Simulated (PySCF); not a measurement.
Species: AlH2Me, CH₅Al.
Bonds: Al1–C4. Hydrogens: H2, H3 on Al1; H5, H6, H7 on C4.

The calculation used PBE0-D3(BJ)/def2-SVP geometry optimisation, gas phase in PySCF.

**Question.** List the bond lengths and angles at this level.

**Answer.** 
```
               bond  length (Å)
     Al1–H2, Al1–H3       1.594
             Al1–C4       1.956
C4–H5, C4–H6, C4–H7       1.103
```

Bonds in one row agree within 0.01 Å and their mean is given. A selection of angles:
```
    angle  degrees
H2–Al1–H3    118.6
H2–Al1–C4    120.5
H3–Al1–C4    120.9
Al1–C4–H5    109.5
Al1–C4–H6    112.9
Al1–C4–H7    112.4
 H5–C4–H6    106.7
 H5–C4–H7    106.4
 H6–C4–H7    108.5
```

Al1 (aluminium bonded to C and 2 H) is planar (angles 120.9°, 120.5° and 118.6°, sum 360.0°, 0.01 Å off the plane of its three neighbours).

Point group: near Cs, missed by 0.10 Å at most; the miss may be what the optimiser left on a soft mode. No PBE0-D3(BJ)/def2-SVP frequencies stand behind this structure, so it isn't proved a minimum.
